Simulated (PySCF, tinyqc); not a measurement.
Worked calculation: coupled-perturbed Hartree-Fock on RHF in the sto-3g basis, for LiH, spin multiplicity 1. The lowest restricted solution is unstable here: a spin-polarised one lies 0.0221 hartree lower (PySCF). Computed by tinyqc, a small Python program that keeps every step (integrals from PySCF). Settings: charge = 0, multiplicity = 1, basis = sto-3g, method = RHF, energy threshold = 1e-10, iteration cap = 61, orthogonalisation = symmetric, start = Wolfsberg-Helmholz matrix, DIIS depth = 6. Command: `OMP_NUM_THREADS=1 python tinyqc.py 22590 22591 out.jsonl` (the two numbers bound the seeds that draw the settings). One thread of a shared host (Intel(R) Xeon(R) Processor @ 2.60GHz), about 0.2 s of CPU time with the checks. The early iterations of the SCF are left out here.

## One-electron integrals

Geometry (angstrom):
```
atom       x       y       z
Li    0.0000  0.0000  0.0000
H     0.0000  0.0000  2.4370
```

Basis sto-3g: exponents (1/bohr^2) and contraction coefficients of normalised primitives:
```
element  l (shell)  exponent  coefficient
Li           s (1)   16.1196       0.1543
Li           s (1)    2.9362       0.5353
Li           s (1)    0.7947       0.4446
Li           s (2)    0.6363      -0.1000
Li           s (2)    0.1479       0.3995
Li           s (2)    0.0481       0.7001
Li           p (3)    0.6363       0.1559
Li           p (3)    0.1479       0.6077
Li           p (3)    0.0481       0.3920
H            s (1)    3.4253       0.1543
H            s (1)    0.6239       0.5353
H            s (1)    0.1689       0.4446
```

Overlap, kinetic and nuclear-attraction integrals over the contracted functions; the nuclear repulsion is the sum of Za Zb / Rab.

nuclear repulsion = 0.651429 hartree

overlap S, order 1Li 1s, 1Li 2s, 1Li 2px, 1Li 2py, 1Li 2pz, 2H 1s:
$$\begin{pmatrix}
1.0000 & 0.2411 & 0.0000 & 0.0000 & 0.0000 & 0.0096 \\
0.2411 & 1.0000 & 0.0000 & 0.0000 & 0.0000 & 0.2087 \\
0.0000 & 0.0000 & 1.0000 & 0.0000 & 0.0000 & 0.0000 \\
0.0000 & 0.0000 & 0.0000 & 1.0000 & 0.0000 & 0.0000 \\
0.0000 & 0.0000 & 0.0000 & 0.0000 & 1.0000 & 0.3113 \\
0.0096 & 0.2087 & 0.0000 & 0.0000 & 0.3113 & 1.0000
\end{pmatrix}$$

kinetic energy T (hartree), order 1Li 1s, 1Li 2s, 1Li 2px, 1Li 2py, 1Li 2pz, 2H 1s:
$$\begin{pmatrix}
3.5768 & -0.0202 & 0.0000 & 0.0000 & 0.0000 & -0.0050 \\
-0.0202 & 0.1022 & 0.0000 & 0.0000 & 0.0000 & 0.0052 \\
0.0000 & 0.0000 & 0.3197 & 0.0000 & 0.0000 & 0.0000 \\
0.0000 & 0.0000 & 0.0000 & 0.3197 & 0.0000 & 0.0000 \\
0.0000 & 0.0000 & 0.0000 & 0.0000 & 0.3197 & 0.0306 \\
-0.0050 & 0.0052 & 0.0000 & 0.0000 & 0.0306 & 0.7600
\end{pmatrix}$$

nuclear attraction V (hartree), order 1Li 1s, 1Li 2s, 1Li 2px, 1Li 2py, 1Li 2pz, 2H 1s:
$$\begin{pmatrix}
-8.2000 & -1.0167 & 0.0000 & 0.0000 & -0.0069 & -0.0376 \\
-1.0167 & -1.4190 & 0.0000 & 0.0000 & -0.0760 & -0.3071 \\
0.0000 & 0.0000 & -1.3910 & 0.0000 & 0.0000 & 0.0000 \\
0.0000 & 0.0000 & 0.0000 & -1.3910 & 0.0000 & 0.0000 \\
-0.0069 & -0.0760 & 0.0000 & 0.0000 & -1.4459 & -0.4623 \\
-0.0376 & -0.3071 & 0.0000 & 0.0000 & -0.4623 & -1.8780
\end{pmatrix}$$

core Hamiltonian H = T + V (hartree), order 1Li 1s, 1Li 2s, 1Li 2px, 1Li 2py, 1Li 2pz, 2H 1s:
$$\begin{pmatrix}
-4.6232 & -1.0369 & 0.0000 & 0.0000 & -0.0069 & -0.0426 \\
-1.0369 & -1.3169 & 0.0000 & 0.0000 & -0.0760 & -0.3018 \\
0.0000 & 0.0000 & -1.0713 & 0.0000 & 0.0000 & 0.0000 \\
0.0000 & 0.0000 & 0.0000 & -1.0713 & 0.0000 & 0.0000 \\
-0.0069 & -0.0760 & 0.0000 & 0.0000 & -1.1262 & -0.4318 \\
-0.0426 & -0.3018 & 0.0000 & 0.0000 & -0.4318 & -1.1180
\end{pmatrix}$$

## Two-electron integrals

Functions are numbered as in S; the eight-fold symmetry (ij|kl) = (ji|kl) = (kl|ij) leaves the list below.

Two-electron integrals (ij|kl) in chemists' order, unique and non-zero (hartree):
```
(11|11) 1.6804     (21|11) 0.2654     (21|21) 0.0499     (22|11) 0.3977
(22|21) 0.0929     (22|22) 0.2906     (31|31) 0.0090     (32|31) 0.0138
(32|32) 0.0642     (33|11) 0.3966     (33|21) 0.0929     (33|22) 0.2905
(33|33) 0.3129     (41|41) 0.0090     (42|41) 0.0138     (42|42) 0.0642
(43|43) 0.0169     (44|11) 0.3966     (44|21) 0.0929     (44|22) 0.2905
(44|33) 0.2792     (44|44) 0.3129     (51|51) 0.0090     (52|51) 0.0138
(52|52) 0.0642     (53|53) 0.0169     (54|54) 0.0169     (55|11) 0.3966
(55|21) 0.0929     (55|22) 0.2905     (55|33) 0.2792     (55|44) 0.2792
(55|55) 0.3129     (61|11) 0.0098     (61|21) 0.0019     (61|22) 0.0037
(61|33) 0.0036     (61|44) 0.0036     (61|51) 2.70e-04   (61|52) 0.0005
(61|55) 0.0038     (61|61) 8.11e-05   (62|11) 0.0572     (62|21) 0.0137
(62|22) 0.0503     (62|33) 0.0473     (62|44) 0.0473     (62|51) 0.0020
(62|52) 0.0160     (62|55) 0.0563     (62|61) 0.0006     (62|62) 0.0194
(63|31) 0.0007     (63|32) 0.0040     (63|53) 0.0020     (63|63) 0.0009
(64|41) 0.0007     (64|42) 0.0040     (64|54) 0.0020     (64|64) 0.0009
(65|11) 0.0819     (65|21) 0.0197     (65|22) 0.0737     (65|33) 0.0687
(65|44) 0.0687     (65|51) 0.0031     (65|52) 0.0248     (65|55) 0.0836
(65|61) 0.0009     (65|62) 0.0301     (65|65) 0.0469     (66|11) 0.2171
(66|21) 0.0523     (66|22) 0.2099     (66|33) 0.1936     (66|44) 0.1936
(66|51) 0.0069     (66|52) 0.0723     (66|55) 0.2424     (66|61) 0.0025
(66|62) 0.1097     (66|65) 0.1735     (66|66) 0.7746
```

## Orthogonalisation

S = U s U^T; symmetric (Loewdin) form X = U s^(-1/2) U^T, so that X^T S X = 1.

eigenvalues of S: [0.5982, 0.8111, 1.0000, 1.0000, 1.1815, 1.4092]

X, order 1Li 1s, 1Li 2s, 1Li 2px, 1Li 2py, 1Li 2pz, 2H 1s:
$$\begin{pmatrix}
1.0233 & -0.1283 & 0.0000 & 0.0000 & -0.0045 & 0.0165 \\
-0.1283 & 1.0423 & 0.0000 & 0.0000 & 0.0282 & -0.1183 \\
0.0000 & 0.0000 & 1.0000 & 0.0000 & 0.0000 & 0.0000 \\
0.0000 & 0.0000 & 0.0000 & 1.0000 & 0.0000 & 0.0000 \\
-0.0045 & 0.0282 & 0.0000 & 0.0000 & 1.0406 & -0.1712 \\
0.0165 & -0.1183 & 0.0000 & 0.0000 & -0.1712 & 1.0594
\end{pmatrix}$$

## Iteration 9 (converged): orbitals

converged F (hartree), order 1Li 1s, 1Li 2s, 1Li 2px, 1Li 2py, 1Li 2pz, 2H 1s:
$$\begin{pmatrix}
-2.3723 & -0.6442 & 0.0000 & 0.0000 & 0.0132 & -0.0266 \\
-0.6442 & -0.2048 & 0.0000 & 0.0000 & -0.0479 & -0.1701 \\
0.0000 & 0.0000 & 0.1572 & 0.0000 & 0.0000 & 0.0000 \\
0.0000 & 0.0000 & 0.0000 & 0.1572 & 0.0000 & 0.0000 \\
0.0132 & -0.0479 & 0.0000 & 0.0000 & 0.0784 & -0.1700 \\
-0.0266 & -0.1701 & 0.0000 & 0.0000 & -0.1700 & -0.0626
\end{pmatrix}$$

Diagonalise F' = X^T F X, C = X C', fill 2 alpha and 2 beta electrons from the bottom; D = 2 C_occ C_occ^T. Each column has its largest component positive (the first on a tie).

F' = X^T F X (hartree):
$$\begin{pmatrix}
-2.3188 & -0.3605 & 0.0000 & 0.0000 & 0.0107 & 0.0276 \\
-0.3605 & -0.0507 & 0.0000 & 0.0000 & -0.0028 & -0.1692 \\
0.0000 & 0.0000 & 0.1572 & 0.0000 & 0.0000 & 0.0000 \\
0.0000 & 0.0000 & 0.0000 & 0.1572 & 0.0000 & 0.0000 \\
0.0107 & -0.0028 & 0.0000 & 0.0000 & 0.1422 & -0.1967 \\
0.0276 & -0.1692 & 0.0000 & 0.0000 & -0.1967 & 0.0324
\end{pmatrix}$$

orbital energies (hartree): MO1 -2.3747, MO2 -0.2140, MO3 0.0664, MO4 0.1572, MO5 0.1572, MO6 0.3275

coefficients C, order 1Li 1s, 1Li 2s, 1Li 2px, 1Li 2py, 1Li 2pz, 2H 1s:
$$\begin{pmatrix}
0.9916 & -0.1489 & -0.2170 & 0.0000 & 0.0000 & 0.1069 \\
0.0329 & 0.5236 & 0.8005 & 0.0000 & 0.0000 & -0.4490 \\
0.0000 & 0.0000 & 0.0000 & 0.2221 & 0.9750 & 0.0000 \\
0.0000 & 0.0000 & 0.0000 & 0.9750 & -0.2221 & 0.0000 \\
-0.0042 & 0.3127 & -0.5707 & 0.0000 & 0.0000 & -0.8304 \\
-0.0020 & 0.6228 & -0.2524 & 0.0000 & 0.0000 & 0.8451
\end{pmatrix}$$

D after iteration 9, order 1Li 1s, 1Li 2s, 1Li 2px, 1Li 2py, 1Li 2pz, 2H 1s:
$$\begin{pmatrix}
2.0108 & -0.0907 & 0.0000 & 0.0000 & -0.1015 & -0.1895 \\
-0.0907 & 0.5504 & 0.0000 & 0.0000 & 0.3271 & 0.6521 \\
0.0000 & 0.0000 & 0.0000 & 0.0000 & 0.0000 & 0.0000 \\
0.0000 & 0.0000 & 0.0000 & 0.0000 & 0.0000 & 0.0000 \\
-0.1015 & 0.3271 & 0.0000 & 0.0000 & 0.1956 & 0.3895 \\
-0.1895 & 0.6521 & 0.0000 & 0.0000 & 0.3895 & 0.7759
\end{pmatrix}$$

Within a degenerate level the vectors are fixed only up to a rotation; this is one choice.

## Convergence

Stop when the energy changes by less than 1e-10 hartree and every element of the error matrix X^T (F D S - S D F) X is below 3e-06.

Course of the cycle:
```
iteration  E (hartree)     change  largest element of the error matrix
1            -7.759734          -                             5.22e-02
2            -7.771381  -1.16e-02                             2.61e-02
3            -7.777151  -5.77e-03                             1.40e-02
4            -7.778699  -1.55e-03                             5.39e-03
5            -7.778745  -4.55e-05                             2.24e-03
6            -7.778756  -1.13e-05                             4.15e-04
7            -7.778757  -4.58e-07                             6.93e-06
8            -7.778757  -3.62e-10                             1.33e-06
9            -7.778757  -3.65e-12                             9.25e-09
```

PySCF RHF in the same basis = -7.778757 hartree

Converged in 9 iterations.

## Integrals over molecular orbitals

(pq|rs) = sum C_ip C_jq C_kr C_ls (ij|kl), one index at a time.

one-electron integrals over orbitals h = C^T H C (hartree):
$$\begin{pmatrix}
-4.6145 & 0.0960 & 0.1594 & 0.0000 & 0.0000 & -0.0506 \\
0.0960 & -1.2269 & 0.0014 & 0.0000 & 0.0000 & 0.0649 \\
0.1594 & 0.0014 & -1.0788 & 0.0000 & 0.0000 & 0.0141 \\
0.0000 & 0.0000 & 0.0000 & -1.0713 & 0.0000 & 0.0000 \\
0.0000 & 0.0000 & 0.0000 & 0.0000 & -1.0713 & 0.0000 \\
-0.0506 & 0.0649 & 0.0141 & 0.0000 & 0.0000 & -1.0219
\end{pmatrix}$$

Two-electron integrals over orbitals (pq|rs), unique and non-zero (hartree):
```
(11|11) 1.6595      (21|11) -0.0977     (21|21) 0.0098      (22|11) 0.2950
(22|21) 0.0017      (22|22) 0.4327      (31|11) -0.1426     (31|21) 0.0109
(31|22) -0.0096     (31|31) 0.0220      (32|11) 0.0386      (32|21) -0.0025
(32|22) -0.0677     (32|31) -4.85e-04   (32|32) 0.0300      (33|11) 0.3861
(33|21) -0.0082     (33|22) 0.2125      (33|31) 3.76e-04    (33|32) 0.0176
(33|33) 0.3199      (41|41) 0.0098      (42|41) 0.0073      (42|42) 0.0208
(43|41) 0.0104      (43|42) 0.0214      (43|43) 0.0414      (44|11) 0.3963
(44|21) -0.0035     (44|22) 0.2332      (44|31) -0.0051     (44|32) 0.0198
(44|33) 0.2769      (44|44) 0.3129      (51|51) 0.0098      (52|51) 0.0073
(52|52) 0.0208      (53|51) 0.0104      (53|52) 0.0214      (53|53) 0.0414
(54|54) 0.0169      (55|11) 0.3963      (55|21) -0.0035     (55|22) 0.2332
(55|31) -0.0051     (55|32) 0.0198      (55|33) 0.2769      (55|44) 0.2792
(55|55) 0.3129      (61|11) 0.0652      (61|21) -0.0086     (61|22) -0.0069
(61|31) -0.0042     (61|32) 0.0030      (61|33) 0.0114      (61|44) 0.0016
(61|55) 0.0016      (61|61) 0.0104      (62|11) -0.0881     (62|21) 0.0009
(62|22) 0.1027      (62|31) 0.0048      (62|32) -0.0531     (62|33) -0.0157
(62|44) -0.0437     (62|55) -0.0437     (62|61) 0.0018      (62|62) 0.1322
(63|11) 0.0291      (63|21) -0.0021     (63|22) -0.0649     (63|31) 0.0039
(63|32) 0.0253      (63|33) 0.0372      (63|44) 0.0122      (63|55) 0.0122
(63|61) 0.0048      (63|62) -0.0449     (63|63) 0.0377      (64|41) -0.0054
(64|42) -0.0174     (64|43) -0.0105     (64|64) 0.0183      (65|51) -0.0054
(65|52) -0.0174     (65|53) -0.0105     (65|65) 0.0183      (66|11) 0.3455
(66|21) 2.18e-04    (66|22) 0.4005      (66|31) -0.0100     (66|32) -0.0514
(66|33) 0.2402      (66|44) 0.2533      (66|55) 0.2533      (66|61) -0.0053
(66|62) 0.0787      (66|63) -0.0474     (66|66) 0.3922
```

## Response to a field: uncoupled start

dipole integrals <a|y|i> (bohr), order a3, a4, a5, a6:
$$\begin{pmatrix}
0.0000 & 0.0000 \\
0.1999 & 0.9866 \\
-0.0455 & -0.2247 \\
0.0000 & 0.0000
\end{pmatrix}$$

Field along y; U_ai = -mu_ai / (e_a - e_i), alpha = -4 sum U_ai mu_ai.

uncoupled U, order a3, a4, a5, a6:
$$\begin{pmatrix}
0.0000 & 0.0000 \\
-0.0790 & -2.6576 \\
0.0180 & 0.6054 \\
0.0000 & 0.0000
\end{pmatrix}$$

uncoupled polarisability = 11.0984 bohr^3

## Coupled step 1

U_ai = -(mu_ai + sum_bj [4 (ai|bj) - (ab|ij) - (aj|bi)] U_bj) / (e_a - e_i); alpha = -4 sum U_ai mu_ai.

U after step 1, order a3, a4, a5, a6:
$$\begin{pmatrix}
0.0000 & 0.0000 \\
-0.0637 & -3.8744 \\
0.0145 & 0.8825 \\
0.0000 & 0.0000
\end{pmatrix}$$

polarisability = 16.1364 bohr^3

## Coupled step 2

As before.

U after step 2, order a3, a4, a5, a6:
$$\begin{pmatrix}
0.0000 & 0.0000 \\
-0.0492 & -4.4350 \\
0.0112 & 1.0102 \\
0.0000 & 0.0000
\end{pmatrix}$$

polarisability = 18.4513 bohr^3

## Coupled polarisability

Repeat until U stops changing; compare with -d2E/dF2.

Course of the coupled iterations:
```
step  alpha (bohr^3)
0            11.0984
1            16.1364
2            18.4513
3            19.5191
4            20.0122
5            20.2400
6            20.3453
7            20.3939
8            20.4164
9            20.4267
10           20.4315
11           20.4338
...              ...
15           20.4356
16           20.4356
17           20.4356
18           20.4356
19           20.4357
20           20.4357
21           20.4357
22           20.4357
23           20.4357
24           20.4357
25           20.4357
26           20.4357
```

coupled polarisability = 20.4357 bohr^3

finite-field check, fields of +/-0.001 au = 20.4353 bohr^3
